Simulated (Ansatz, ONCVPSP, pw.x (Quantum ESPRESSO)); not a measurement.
# From atom to crystal: ONCV potential for aluminium (Al)

Al (Z = 13), optimised norm-conserving Vanderbilt (ONCV), made with ONCVPSP 4.0.1.1 (patched build) (LDA (Perdew-Wang 92), scalar-relativistic). Core [Ne], reference 3s2 3p1. Waves: 3s: rc 1.90 bohr, ncon 4, nbas 8, qcut 3.7 1/bohr, 2 projectors, debl 3.4 Ha; 3p: rc 2.50 bohr, ncon 4, nbas 7, qcut 3 1/bohr, 1 projector; d scattering state at 0.09 Ha: rc 1.90 bohr, ncon 4, nbas 8, qcut 6 1/bohr, 2 projectors, debl 1.2 Ha. Local part: polynomial inside 1.40 bohr (lpopt 5, dvloc0 4 Ha). Core correction: none.

Crystal test: sc Al in pw.x 7.5, no spin, 12³ k-points, Fermi–Dirac smearing 0.01 Ry, cutoffs 35/140 Ry. The reference is all-electron LAPW (Ansatz 0.2.0) with the same functional, mesh and smearing; V0 and B0 come from Birch–Murnaghan fits to the pressures at five volumes. Errors are pseudo minus all-electron; Δ is the rms difference of the E(V) curves that follow from these fits, minima aligned, over ±6 % about the mean V0. Mesh and smearing are coarse, so the numbers serve the comparison and aren't converged zero-temperature values; the lattice is a test structure that the element need not adopt.

All-electron: a0 = 2.683 Å (V0 = 19.31 Å³/atom), B0 = 60.7 GPa.

How far does the potential miss the all-electron equation of state?

mean pressure error (GPa): -0.59; a0 (Å): 2.674; a0 error (%): -0.32; B0 error (%): -0.7; Δ (meV/atom): 2.5.

```tsv
V (Å³/atom)	P all-electron (GPa)	P pseudo (GPa)
18.267	3.82	3.07
18.747	1.93	1.27
19.228	0.27	-0.31
19.709	-1.18	-1.69
20.189	-2.45	-2.90
```

At the middle volume, how do free energy and pressure move when the wave cutoff is lowered (ecutrho kept at four times it)?

| cutoff (Ry) | shift of F (meV/atom) | shift of P (GPa) |
| --- | --- | --- |
| 16 | +10.6 | -0.04 |
| 21 | +4.8 | -0.06 |
| 28 | +0.6 | -0.01 |

The run at the middle volume (84 k-points, 6 iterations) took about 3.2 s on one core of a shared host (Neoverse-N1, 64 threads, 124 GiB, load 55).
